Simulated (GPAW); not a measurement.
# TPSS/real-space grid (scalar-relativistic datasets) run of BPH2O (SMILES B1OP1)

Wanted: a structure relaxation of BPH2O. Input form: an ASE script.

The calculation is run with GPAW 26.7.0.

3 further runs of the same task are left out: 2 that didn't finish, 1 set aside as unsound or not needed.

### Step 1. The structure to begin with

The species is BPH2O (5 atoms), meant as a singlet with charge 0. As SMILES, `B1OP1`. All atoms were displaced at random from a relaxed shape. The run starts from this shape.

Bond lengths: B1–O2 1.167 Å, B1–P3 1.829 Å, O2–P3 1.787 Å, B1–H4 1.306 Å, P3–H5 1.571 Å. Angles: B1–O2–P3 73.1°, O2–B1–P3 69.2°, B1–P3–O2 37.7°, O2–B1–H4 138.6°, P3–B1–H4 152.0°, B1–P3–H5 90.1°, O2–P3–H5 86.4°.

### Step 2. A structure relaxation at TPSS/real-space grid (scalar-relativistic datasets)

The input, bh2op_relax.py:

```python
from ase.io import write
from ase.io.zmatrix import parse_zmatrix
from ase.optimize import GPMin
from gpaw import GPAW

# Structure
molecule = parse_zmatrix("""
B
O 1 1.167484
P 2 1.786754 1 73.12193
H 1 1.306463 2 138.63017 3 176.78737
H 3 1.571317 2 86.38588 1 -94.78027
""")
molecule.set_cell([13.0, 13.0, 13.0])
molecule.center()

# DFT calculator
calc = GPAW(mode="fd",
            h=0.2,
            xc="TPSS",
            occupations={"name": "fermi-dirac", "width": 0.02},
            maxiter=80,
            symmetry="off",
            txt="-")
molecule.calc = calc

opt = GPMin(molecule, trajectory="bh2op.traj")
converged = opt.run(fmax=0.05, steps=100)
print("Converged:", converged)
print(f"Final energy = {molecule.get_potential_energy():.5f} eV")
print(f"r(P2-O1)                {molecule.get_distance(2, 1):.4f} Ang")
print(f"r(O1-B0): {molecule.get_distance(1, 0):.4f} Ang")
write("relaxed.xyz", molecule)
```

Launch:

```
$ python bh2op_relax.py
```

What it wrote:

```text
__  _  _
 | _ |_)|_||  |
 |__||  | ||/\| - 26.7.0

units:  Angstrom and eV
cores:  1
OpenMP: False

Versions:
  Python: 3.12.14
  ASE:    3.29.0
  Numpy:  2.5.5
  Scipy:  1.18.1
  Libxc:  7.0.0

        _gpaw.cpython-312-x86_64-linux-gnu.so

Input parameters:
  mode=FD(),
  h=0.2,
  maxiter=80,
  occupations=Occupations(name='fermi-dirac', width=0.02),
  symmetry=Symmetry(point_group=False, time_reversal=False),
  xc=XC(name='TPSS')

Diagonalizing LCAO Hamiltonian
Converting LCAO to fd mode
         .-------------------------------.
        /|                               |
       / |                               |
      /  |                               |
     /   |                               |
    /    |                               |
   /     |                               |
  /      |                               |
 *       |                               |
 |       |                               |
 |       |             P                 |
 |       |           B O                 |
 |       |        H     H                |
 |       |                               |
 |       |                               |
 |       |                               |
 |       .-------------------------------.
 |      /                               /
 |     /                               /
 |    /                               /
 |   /                               /
 |  /                               /
 | /                               /
 |/                               /
 *-------------------------------*

Atoms  # Å, Bohr magnetons
|   | symbol |        x |        y |        z |    initial magnetic moments |
|---|--------|----------|----------|----------|-----------------------------|
| 0 |      B | 6.406482 | 6.076159 | 7.281369 | ( 0.0000,  0.0000,  0.0000) |
| 1 |      O | 7.573966 | 6.076159 | 7.281369 | ( 0.0000,  0.0000,  0.0000) |
| 2 |      P | 7.055207 | 7.785948 | 7.281369 | ( 0.0000,  0.0000,  0.0000) |
| 3 |      H | 5.426034 | 5.214052 | 7.232979 | ( 0.0000,  0.0000,  0.0000) |
| 4 |      H | 7.209020 | 7.729107 | 5.718631 | ( 0.0000,  0.0000,  0.0000) |

Unit cell  # Å
| periodic |         x |         y |         z |   lengths |    angles |
|----------|-----------|-----------|-----------|-----------|-----------|
|       no | 13.000000 |  0.000000 |  0.000000 | 13.000000 | 90.000000 |
|       no |  0.000000 | 13.000000 |  0.000000 | 13.000000 | 90.000000 |
|       no |  0.000000 |  0.000000 | 13.000000 | 13.000000 | 90.000000 |

Number of symmetries: 1
Symmetry operations  # r_c * U_cc + t_c -> r_c
|   | kind |            matrix            |
|---|------|------------------------------|
| 0 |  E   |  1, 0, 0,  0, 1, 0,  0, 0, 1 |

BZ-sampling:
  Number of BZ points: 1
  Number of IBZ points: 1

  Monkhorst-Pack size: [1, 1, 1]
  Monkhorst-Pack shift: [0, 0, 0]

K-points  # in reciprocal-cell coordinates
|   |                                coordinates |     weight |
|---|--------------------------------------------|------------|
| 0 | (  0.00000000,   0.00000000,   0.00000000) | 1.00000000 |

Uniform wave function grid shape: (np.int64(63), np.int64(63), np.int64(63))
Spin-components: 1 (collinear spins)
Bands:           14
Projectors:      21
Spin-degeneracy: 2
Datatype:        float64

  Storage: CPU
  Wave functions: 28_005_264 bytes (28_005_264 per core)

Parallelization:
  kpt:    1
  domain: 1
  band:   1

Density:
  Valence electrons: 16.0
  Components: 1
  Grid points: [64 64 64]
  Charge: 0.0  # |e|

Potential:
  Grid points: [64 64 64]

species:
  B:
    name:    Boron
    Z:       5.0
    valence: 3
    core:    2
    charge:  0.0  # [|e|]
    file:    B.PBE.gz
    compensation charges:
      type: gauss
      rc: 0.20  # [Å]
      lmax: 2
    cutoffs:
      filter: 1.14  # [Å]
      core: 1.38  # [Å]
    projectors
    | kind |    occ | energy [eV] | rcut [Å] |
    |------|--------|-------------|----------|
    |   2s |  2.000 |      -9.443 |    0.635 |
    |   2p |  1.000 |      -3.606 |    0.635 |
    |    s |        |      17.768 |    0.635 |
    |    p |        |      23.605 |    0.635 |
    |    d |        |       0.000 |    0.635 |

    Using partial waves for B as LCAO basis

  O:
    name:    Oxygen
    Z:       8.0
    valence: 6
    core:    2
    charge:  0.0  # [|e|]
    file:    O.PBE.gz
    compensation charges:
      type: gauss
      rc: 0.21  # [Å]
      lmax: 2
    cutoffs:
      filter: 1.17  # [Å]
      core: 0.83  # [Å]
    projectors
    | kind |    occ | energy [eV] | rcut [Å] |
    |------|--------|-------------|----------|
    |   2s |  2.000 |     -23.961 |    0.688 |
    |   2p |  4.000 |      -9.029 |    0.598 |
    |    s |        |       3.251 |    0.688 |
    |    p |        |      18.182 |    0.598 |
    |    d |        |       0.000 |    0.619 |

    Using partial waves for O as LCAO basis

  P:
    name:    Phosphorus
    Z:       15.0
    valence: 5
    core:    10
    charge:  0.0  # [|e|]
    file:    P.PBE.gz
    compensation charges:
      type: gauss
      rc: 0.30  # [Å]
      lmax: 2
    cutoffs:
      filter: 1.69  # [Å]
      core: 1.81  # [Å]
    projectors
    | kind |    occ | energy [eV] | rcut [Å] |
    |------|--------|-------------|----------|
    |   3s |  2.000 |     -13.968 |    0.953 |
    |   3p |  3.000 |      -5.506 |    0.953 |
    |    s |        |      13.244 |    0.953 |
    |    p |        |      21.705 |    0.953 |
    |    d |        |       0.000 |    0.953 |

    Using partial waves for P as LCAO basis

[... 23 lines left out ...]
Reference energy: -12038.235852  # eV
[... 3 lines left out ...]
  Converge bands: occupied
[... 12 lines left out ...]
  Fourier metric: weight=20.0, sigma=0.015
[... 16 lines left out ...]
convergence criteria:
- Maximum [total energy] change in last 3 cyles: 0.0005 eV / valence electron
[... 13 lines left out ...]
Converged in 21 steps
[... 12 lines left out ...]
  Free energy:     -32.672029
[... 2 lines left out ...]
dipole moment: (-0.155448, 0.020513, -0.027532)  # |e|*Ang
[... 73 lines left out ...]
convergence criteria:
- Maximum [total energy] change in last 3 cyles: 0.0005 eV / valence electron
[... 13 lines left out ...]
Converged in 14 steps
[... 12 lines left out ...]
  Free energy:     -31.680019
[... 2 lines left out ...]
dipole moment: (-0.439276, 0.087293, -0.076593)  # |e|*Ang
[... 71 lines left out ...]
convergence criteria:
- Maximum [total energy] change in last 3 cyles: 0.0005 eV / valence electron
[... 13 lines left out ...]
Converged in 15 steps
[... 12 lines left out ...]
  Free energy:     -32.903967
[... 2 lines left out ...]
dipole moment: (-0.275223, 0.154190, -0.115633)  # |e|*Ang
[... 72 lines left out ...]
convergence criteria:
- Maximum [total energy] change in last 3 cyles: 0.0005 eV / valence electron
[... 13 lines left out ...]
Converged in 15 steps
[... 12 lines left out ...]
  Free energy:     -33.748162
[... 2 lines left out ...]
dipole moment: (-0.256415, 0.021182, -0.055454)  # |e|*Ang
[... 72 lines left out ...]
convergence criteria:
- Maximum [total energy] change in last 3 cyles: 0.0005 eV / valence electron
[... 13 lines left out ...]
Converged in 15 steps
[... 12 lines left out ...]
  Free energy:     -28.875920
[... 2 lines left out ...]
dipole moment: (-0.272203, -0.227451, -0.233724)  # |e|*Ang
[... 79 lines left out ...]
convergence criteria:
- Maximum [total energy] change in last 3 cyles: 0.0005 eV / valence electron
[... 13 lines left out ...]
Converged in 10 steps
[... 12 lines left out ...]
  Free energy:     -33.916924
[... 2 lines left out ...]
dipole moment: (-0.234031, 0.044495, -0.109261)  # |e|*Ang
[... 72 lines left out ...]
convergence criteria:
- Maximum [total energy] change in last 3 cyles: 0.0005 eV / valence electron
[... 13 lines left out ...]
Converged in 11 steps
[... 12 lines left out ...]
  Free energy:     -33.924235
[... 2 lines left out ...]
dipole moment: (-0.234945, 0.035739, -0.120179)  # |e|*Ang
[... 72 lines left out ...]
convergence criteria:
- Maximum [total energy] change in last 3 cyles: 0.0005 eV / valence electron
[... 13 lines left out ...]
Converged in 10 steps
[... 12 lines left out ...]
  Free energy:     -33.929648
[... 2 lines left out ...]
dipole moment: (-0.235609, 0.034492, -0.118701)  # |e|*Ang
[... 72 lines left out ...]
convergence criteria:
- Maximum [total energy] change in last 3 cyles: 0.0005 eV / valence electron
[... 13 lines left out ...]
Converged in 10 steps
[... 12 lines left out ...]
  Free energy:     -33.932012
[... 2 lines left out ...]
dipole moment: (-0.237917, 0.041956, -0.119620)  # |e|*Ang
[... 54 lines left out ...]
Atoms  # Å, Bohr magnetons
|   | symbol |        x |        y |        z |    initial magnetic moments |
|---|--------|----------|----------|----------|-----------------------------|
| 0 |      B | 6.289796 | 6.040048 | 7.293936 | ( 0.0000,  0.0000,  0.0000) |
| 1 |      O | 7.614438 | 6.001658 | 7.416015 | ( 0.0000,  0.0000,  0.0000) |
| 2 |      P | 7.079236 | 7.747264 | 7.210526 | ( 0.0000,  0.0000,  0.0000) |
| 3 |      H | 5.423622 | 5.232552 | 7.295962 | ( 0.0000,  0.0000,  0.0000) |
| 4 |      H | 7.181978 | 7.780070 | 5.785329 | ( 0.0000,  0.0000,  0.0000) |

Unit cell  # Å
| periodic |         x |         y |         z |   lengths |    angles |
|----------|-----------|-----------|-----------|-----------|-----------|
|       no | 13.000000 |  0.000000 |  0.000000 | 13.000000 | 90.000000 |
|       no |  0.000000 | 13.000000 |  0.000000 | 13.000000 | 90.000000 |
|       no |  0.000000 |  0.000000 | 13.000000 | 13.000000 | 90.000000 |

Initialization done in: 2.026 s

convergence criteria:
- Maximum [total energy] change in last 3 cyles: 0.0005 eV / valence electron
- Maximum integral of absolute [dens]ity change: 0.0001 electrons / valence electron
- Maximum integral of absolute [eigenst]ate change: 4e-08 eV^2 / valence electron
maximum number of iterations: 80

SCF iterations
|iter     |     time |      energy | eigst |  dens |
|---------|----------|-------------|-------|-------|
|iter:   1| 00:10:44 |  -33.733210 | -2.50 |       |
|iter:   2| 00:10:48 |  -33.743654 | -3.40 | -2.83 |
|iter:   3| 00:10:51 |  -33.840788 | -3.45 | -2.85 |
[... 5 lines of this table left out ...]
|iter:   9| 00:11:09 |  -33.933124c| -7.73c| -5.24c|

Converged in 9 steps
SCF loop duration: 26.061 s (2.896 s/step)
Energy contributions relative to reference atoms: (reference = -12038.235852)

Energy contributions:
  Kinetic:          27.127620
  Coulomb:         -29.704669
  Zero:              0.657700
  External:          0.000000
  Xc:              -32.013775
  Entropy:          -0.000000
  Spinorbit:         0.000000
  ----------------------------
  Free energy:     -33.933124
  Extrapolated:    -33.933124

dipole moment: (-0.235294, 0.039919, -0.119410)  # |e|*Ang

Fermi level: -4.433
Eigenvalues  # (at kpt = [0.000, 0.000, 0.000])
| band index |      eig [eV] | occ [0-2] |
|------------|---------------|-----------|
|          0 |       -26.496 |     2.000 |
|          1 |       -15.683 |     2.000 |
|          2 |       -12.518 |     2.000 |
[... 10 lines of this table left out ...]
|         13 |         0.749 |     0.000 |

Gap: 4.276 eV
Transition (v -> c):
  (s=0, k=0, n=7, [0.00, 0.00, 0.00]) -> (s=0, k=0, n=8, [0.00, 0.00, 0.00])
No difference between direct/indirect transitions
vacuum-level: 0.000  # V

Forces  # eV/Ang
|        x |        y |        z |
|----------|----------|----------|
| -0.03333 |  0.00672 |  0.00721 |  # B    0
|  0.00956 |  0.00027 | -0.01459 |  # O    1
|  0.03520 | -0.04042 |  0.05141 |  # P    2
|  0.01799 | -0.01422 |  0.01811 |  # H    3
| -0.02628 | -0.03103 | -0.01746 |  # H    4

Force computation time: 0.034  # s
GPMin:   10 hh:mm:ss      -33.933124        0.074270
         .-------------------------------.
        /|                               |
       / |                               |
      /  |                               |
     /   |                               |
    /    |                               |
   /     |                               |
  /      |                               |
 *       |                               |
 |       |                               |
 |       |             P                 |
 |       |          B  O                 |
 |       |        H    H                 |
 |       |                               |
 |       |                               |
 |       |                               |
 |       .-------------------------------.
 |      /                               /
 |     /                               /
 |    /                               /
 |   /                               /
 |  /                               /
 | /                               /
 |/                               /
 *-------------------------------*

Atoms  # Å, Bohr magnetons
|   | symbol |        x |        y |        z |    initial magnetic moments |
|---|--------|----------|----------|----------|-----------------------------|
| 0 |      B | 6.286595 | 6.042642 | 7.294390 | ( 0.0000,  0.0000,  0.0000) |
| 1 |      O | 7.612490 | 6.000708 | 7.414864 | ( 0.0000,  0.0000,  0.0000) |
| 2 |      P | 7.085217 | 7.745009 | 7.213391 | ( 0.0000,  0.0000,  0.0000) |
| 3 |      H | 5.427320 | 5.228264 | 7.297977 | ( 0.0000,  0.0000,  0.0000) |
| 4 |      H | 7.177948 | 7.775453 | 5.786824 | ( 0.0000,  0.0000,  0.0000) |

Unit cell  # Å
| periodic |         x |         y |         z |   lengths |    angles |
|----------|-----------|-----------|-----------|-----------|-----------|
|       no | 13.000000 |  0.000000 |  0.000000 | 13.000000 | 90.000000 |
|       no |  0.000000 | 13.000000 |  0.000000 | 13.000000 | 90.000000 |
|       no |  0.000000 |  0.000000 | 13.000000 | 13.000000 | 90.000000 |

Initialization done in: 2.054 s

convergence criteria:
- Maximum [total energy] change in last 3 cyles: 0.0005 eV / valence electron
- Maximum integral of absolute [dens]ity change: 0.0001 electrons / valence electron
- Maximum integral of absolute [eigenst]ate change: 4e-08 eV^2 / valence electron
maximum number of iterations: 80

SCF iterations
|iter     |     time |      energy | eigst |  dens |
|---------|----------|-------------|-------|-------|
|iter:   1| 00:11:13 |  -33.962144 | -2.30 |       |
|iter:   2| 00:11:16 |  -33.960977 | -3.19 | -2.88 |
|iter:   3| 00:11:19 |  -33.949352 | -3.63 | -2.90 |
[... 6 lines of this table left out ...]
|iter:  10| 00:11:41 |  -33.933843c| -7.72c| -5.45c|

Converged in 10 steps
SCF loop duration: 29.863 s (2.986 s/step)
Energy contributions relative to reference atoms: (reference = -12038.235852)

Energy contributions:
  Kinetic:          27.147165
  Coulomb:         -29.709003
  Zero:              0.657243
  External:          0.000000
  Xc:              -32.029249
  Entropy:          -0.000000
  Spinorbit:         0.000000
  ----------------------------
  Free energy:     -33.933843
  Extrapolated:    -33.933843

dipole moment: (-0.233468, 0.041099, -0.118086)  # |e|*Ang

Fermi level: -4.433
Eigenvalues  # (at kpt = [0.000, 0.000, 0.000])
| band index |      eig [eV] | occ [0-2] |
|------------|---------------|-----------|
|          0 |       -26.501 |     2.000 |
|          1 |       -15.680 |     2.000 |
|          2 |       -12.526 |     2.000 |
[... 10 lines of this table left out ...]
|         13 |         0.747 |     0.000 |

Gap: 4.306 eV
Transition (v -> c):
  (s=0, k=0, n=7, [0.00, 0.00, 0.00]) -> (s=0, k=0, n=8, [0.00, 0.00, 0.00])
No difference between direct/indirect transitions
vacuum-level: 0.000  # V

Forces  # eV/Ang
|        x |        y |        z |
|----------|----------|----------|
|  0.02455 | -0.01965 |  0.03016 |  # B    0
|  0.01012 | -0.01720 | -0.00847 |  # O    1
|  0.00363 | -0.01891 |  0.02541 |  # P    2
| -0.01542 |  0.00887 |  0.01043 |  # H    3
| -0.01970 | -0.01337 | -0.00713 |  # H    4

Force computation time: 0.039  # s
GPMin:   11 hh:mm:ss      -33.933843        0.043572
Converged: True
Final energy = -33.93384 eV
r(P2-O1)                1.8334 Ang
r(O1-B0): 1.3320 Ang
```

Wall time 12 min (1 thread of Intel Xeon 6975P-C (Granite Rapids), shared host); peak memory 0.82 GiB.

Step by step:

| step | energy from the first frame kept (eV) | largest force (eV/Å) |
| --- | --- | --- |
| 0 | 0.0000 | 13.6979 |
| 1 | -0.2319 | 5.8660 |
| 2 | -1.0761 | 1.7887 |
| 3 | -1.1071 | 1.9708 |
| 4 | -1.2368 | 0.4251 |
| 5 | -1.2404 | 0.3472 |
| 6 | -1.2449 | 0.1415 |
| 7 | -1.2522 | 0.2366 |
| 8 | -1.2576 | 0.1181 |
| 9 | -1.2600 | 0.1184 |
| 10 | -1.2611 | 0.0743 |
| 11 | -1.2618 | 0.0436 |

After the run. Bond lengths: B1–O2 1.332 Å, B1–P3 1.882 Å, O2–P3 1.833 Å, B1–H4 1.184 Å, P3–H5 1.430 Å. Angles: B1–O2–P3 71.0°, O2–B1–P3 67.0°, B1–P3–O2 42.0°, O2–B1–H4 134.5°, P3–B1–H4 158.5°, B1–P3–H5 95.1°, O2–P3–H5 96.4°.

### Step 3. What came out

At TPSS/real-space grid (scalar-relativistic datasets):

| quantity | value |
| --- | --- |
| energy as printed (from the program's reference atoms) | -33.9338 eV |
| dipole moment | 1.27 D |
| HOMO energy | -6.56 eV |
| LUMO energy | -2.25 eV |
| HOMO–LUMO gap | 4.31 eV |

In words: At the final geometry: Bond lengths: B1–O2 1.332 Å, B1–P3 1.882 Å, O2–P3 1.833 Å, B1–H4 1.184 Å, P3–H5 1.430 Å. Angles: B1–O2–P3 71.0°, O2–B1–P3 67.0°, B1–P3–O2 42.0°, O2–B1–H4 134.5°, P3–B1–H4 158.5°, B1–P3–H5 95.1°, O2–P3–H5 96.4°. The optimisation took 11 steps and changed the energy by -1.262 eV.
